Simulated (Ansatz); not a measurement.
# Which level was it?

SiF2: 3 atoms, total charge 0, spin state singlet. SMILES: `F[Si]F`. The coordinates come from a PBE0-D4/def2-TZVP relaxation.

```xyz
3

F     0.1663    1.2468    0.2294
Si   -0.5949   -0.0464   -0.3301
F     0.4286   -1.2004    0.1007
```

Orbital energies are those of the mean-field step.

A calculation with Ansatz 0.2.0 gave:

```
total energy  : -488.9018 Eh
dipole moment : 0.68 D
HOMO energy   : -6.81 eV
LUMO energy   : -2.66 eV
HOMO–LUMO gap : 4.16 eV
largest force : 1.114 eV/Å
```

Task: Which of these levels gave the numbers?
A. PBE/cc-pVQZ
B. CCSD(T)/x2c-SVPall (sfX2C)
C. PBE/6-31G* (Cartesian functions)
D. PBE/pcseg-2

Result: C. The others give -489.0459 Eh (PBE/pcseg-2), -489.0527 Eh (PBE/cc-pVQZ), -488.8750 Eh (CCSD(T)/x2c-SVPall (sfX2C)).
